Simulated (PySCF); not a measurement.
**Substituent effects on chemical shifts**

Parent skeleton `[cH:1]1[cH:2][cH:3][o:4][cH:5]1`; one hydrogen on atom 1 is replaced by X. Hydrogens on one atom are averaged.

Theoretical values (PySCF 2.14): shielding tensors at PBE0/pcSseg-1 (GIAO), coordinates at the GFN2-xTB level. One conformer, fast rotation and ring inversion assumed for equivalent nuclei, non-relativistic, isolated molecule.

Scale: ¹³C (186.93 ppm), ¹H (31.72 ppm) against TMS; ¹⁷O (336.08 ppm) vs H2O (reference shieldings calculated alike).

Parent (X = H): C1 116.7, C2 116.7, C3 147.1, O4 303.6, C5 147.1, H(C2) 6.70, H(C3) 7.57, H(C5) 7.57 ppm. Effects are Δδ = δ(X) − δ(H), positive for deshielding.

Known members:
```csv
X,C1,C2,C3,O4,C5,H(C2),H(C3),H(C5)
CH2CF3,+5.8,+3.5,+0.9,+1.0,+0.5,+0.04,-0.02,+0.03
tBu,+27.2,-0.6,+1.2,-10.9,-6.2,+0.00,-0.06,-0.31
OCHF2,+34.5,-8.9,-0.8,-21.1,-13.4,-0.17,-0.15,+0.03
NMe2,+29.9,-8.7,+0.2,-25.3,-19.6,-0.39,-0.24,-0.62
C2H5,+19.0,+1.3,+0.6,-4.2,-3.7,-0.14,-0.12,-0.19
```

Four more derivatives gave (Δδ, ppm):
| compound | C1 | C2 | C3 | O4 | C5 | H(C2) | H(C3) | H(C5) |
| --- | --- | --- | --- | --- | --- | --- | --- | --- |
| 1 | +15.5 | -0.4 | +1.5 | -5.4 | -9.6 | -0.17 | -0.07 | -0.68 |
| 2 | +12.1 | -2.3 | +1.3 | -8.0 | -3.6 | +0.30 | -0.09 | +0.46 |
| 3 | +17.8 | -2.3 | +1.2 | -7.5 | -3.0 | +0.27 | -0.11 | -0.10 |
| 4 | +8.4 | +2.3 | +0.4 | +5.4 | +8.8 | +0.41 | -0.07 | +0.74 |

Their substituents are 2-thienyl, COOH, SCH3, isopropenyl. Which is which?

## Answers

1: X = SCH3 (CSc1ccoc1); 2: X = 2-thienyl (c1csc(-c2ccoc2)c1); 3: X = isopropenyl (C=C(C)c1ccoc1); 4: X = COOH (O=C(O)c1ccoc1).

Unscaled 17O shifts of doubly bonded oxygen tend to come out too high, by tens of ppm or more. Experimental scales use liquid or dissolved standards, which lie at an offset from isolated H2O (liquid H2O: subtract about 36 ppm).
